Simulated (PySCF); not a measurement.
Compound: dimethylphosphine, C2H7P.
Cartesian coordinates in Å at the PBE0-D3(BJ)/def2-SVP level; atoms count from 1:
```xyz
10
C2H7P angstrom
C      1.4423    0.2462   -0.1053
P      0.2723   -0.3984    1.1807
C     -1.3390    0.1679    0.4581
H      2.4450   -0.1716    0.0691
H      1.5175    1.3396   -0.0009
H      1.1318    0.0113   -1.1350
H      0.2127   -1.7447    0.7015
H     -2.1704   -0.2871    1.0167
H     -1.4490   -0.0790   -0.6088
H     -1.4185    1.2594    0.5772
```

Computed, not measured: core-valence-separated Tamm–Dancoff BHandHLYP/aug-pcX-1 (pcseg-1 on H, def2-SVPD on P) in PySCF, non-relativistic, gas phase, PBE0-D3(BJ)/def2-SVP geometry. No empirical shift is added; at this level the pattern usually sits a few eV under experiment.

The lowest roots of each edge with f over 0.003 (five at most, numbered afresh; weaker and dark ones are left out), with transition dipoles (au) in the frame of the coordinates:

```json
{"root": "1", "edge": "C", "E (eV)": "285.96", "μx": "0.0536", "μy": "-0.0215", "μz": "0.0275"}
{"root": "2", "edge": "C", "E (eV)": "285.96", "μx": "-0.0115", "μy": "-0.0422", "μz": "0.0692"}
{"root": "3", "edge": "C", "E (eV)": "286.20", "μx": "0.0834", "μy": "0.0087", "μz": "-0.0220"}
{"root": "4", "edge": "C", "E (eV)": "286.21", "μx": "0.0223", "μy": "-0.0384", "μz": "0.0083"}
{"root": "5", "edge": "C", "E (eV)": "286.26", "μx": "-0.0159", "μy": "0.0411", "μz": "0.0303"}
```

Task: What are the oscillator strengths?

Result: f = (2/3) ΔE |μ|², with ΔE in hartree (27.2114 eV):

```tsv
root	ΔE (Eh)	|μ|² (au)	f	core hole on
1	10.5087	0.004091	0.029	C1/C3
2	10.5089	0.006702	0.047	C1/C3
3	10.5178	0.007515	0.053	C1/C3
4	10.5179	0.002041	0.014	C1/C3
5	10.5199	0.002860	0.020	C1/C3
```

Task: Molecules are fixed in this frame and the field points along x. What effective strengths 3 f cos²θ do the roots have (θ between field and μ)?

Result: root 1 (C1/C3): 0.060, root 2 (C1/C3): 0.003, root 3 (C1/C3): 0.146, root 4 (C1/C3): 0.010, root 5 (C1/C3): 0.005. Root 3 is the strongest. Averaged over all orientations cos²θ is 1/3, which gives f back. For degenerate partners only the sum has meaning, as the program may mix them freely.

